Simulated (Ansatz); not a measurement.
```xyz
9

C    -0.7982    0.3980    0.7514
C    -0.0458    0.0115   -0.4694
Cl   -0.8106    0.3439   -1.9770
C     1.1491   -0.5590   -0.4420
F     1.8190   -0.9031   -1.5371
H    -1.7598   -0.1195    0.7922
H    -0.9991    1.4721    0.7572
H    -0.2278    0.1450    1.6470
H     1.6731   -0.7890    0.4779
```

Charge 0, multiplicity 1.

(1) List the PBE/def2-TZVPP orbital energies in eV (Ansatz). (Estimate.)

## Answers

(1) The calculation gave: Occupied: -2739.26, -660.61, -271.15, -270.66, -269.40, -249.80, -190.58, -190.30, -190.28, -30.96, -22.12, -19.22, -17.51, -14.43, -13.17, -12.25, -11.46, -10.60, -10.39, -9.90, -9.00, -8.42, -7.50, -5.92. Lowest empty: -0.80, -0.26, 0.65, 1.61, 1.86, 2.45, 2.74, 3.39.
